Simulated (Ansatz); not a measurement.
Worked example: correlation energy of HAl–CH⁺, singlet

Geometry: that of the HAl–CH, doublet, kept fixed. The triplet lies 1.1 eV lower here.

```xyz
4

Al    0.0000   -0.1078    0.5675
C     0.0000    0.1965   -1.2432
H     0.0000    0.8566    1.8248
H     0.0000   -0.3133   -2.2039
```

Basis 6-31G; Ansatz 0.2.0. Only valence electrons are correlated (noble-gas cores frozen), which leaves 8 electrons in 20 orbitals. Prefix R: restricted or restricted open-shell reference.

Full CI is exact within this basis and frozen core; it isn't the basis-set limit.

Runs differ by some tens of microhartree through their thresholds, so steps under 0.03 kcal/mol mean nothing.

```json
{"level": "RHF", "total energy (hartree)": "-280.456204"}
{"level": "RMP2", "total energy (hartree)": "-280.550330"}
{"level": "RCCSD", "total energy (hartree)": "-280.580509"}
{"level": "RCCSD(T)", "total energy (hartree)": "-280.584596"}
{"level": "RCCSDT", "total energy (hartree)": "-280.585904"}
{"level": "RCCSDT(Q)", "total energy (hartree)": "-280.586393"}
{"level": "RCCSDTQ", "total energy (hartree)": "-280.586477"}
{"level": "full CI", "total energy (hartree)": "-280.586507"}
```

**Question.** What is the correlation energy at full CI, and what share of it do RMP2 and RCCSD(T) recover?

**Answer.** E(corr) = -280.586507 − (-280.456204) = -0.130303 hartree = -3.546 eV. RMP2: -0.094126 / -0.130303 = 72.24 %. RCCSD(T): -0.128392 / -0.130303 = 98.53 %.

**Question.** By how many kcal/mol does RCCSD(T) miss full CI (1 hartree = 627.509 kcal/mol), and which steps make up the rest?

**Answer.** -280.584596 − (-280.586507) = 0.001911 hartree = 1.20 kcal/mol. Steps: RCCSDT − RCCSD(T) = -0.82, RCCSDT(Q) − RCCSDT = -0.31, RCCSDTQ − RCCSDT(Q) = -0.05, full CI − RCCSDTQ = -0.02 kcal/mol. Differences between like states or geometries often cancel part of this.
